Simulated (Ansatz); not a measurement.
Rutile SnO2 was calculated with rVV10 in Ansatz (plane waves, PAW).

Numerical settings: plane-wave cutoff 520 eV, 8×8×10 k mesh (along the axes of the cell as run), Fermi–Dirac smearing 0.01 eV, scalar-relativistic PAW data made under PBE.

On both sides of the equilibrium volume: at 12.450 Å³/atom the pressure is 3.59 GPa and the direct gap at Γ 0.663 eV; at 12.959 Å³/atom they are -3.15 GPa and 0.283 eV. The fitted bulk modulus is 168 GPa.

Work out the volume deformation potential of this gap and its pressure coefficient, in two ways.

a_V = dE_g/d ln V = (0.283 − 0.663)/ln(12.959/12.450) = -9.48 eV. Since dP = −B d ln V, dE_g/dP = −a_V/B = 56 meV/GPa. Straight from the pressures: (0.663 − 0.283)/(3.59 − (-3.15)) = 56 meV/GPa. At this level and over this range the gap at Γ widens under pressure.

Spin–orbit coupling is not included.

Note: the bulk modulus comes from volumes at which shape and atoms were relaxed.

Ansatz is a quantum-chemistry and plane-wave program.
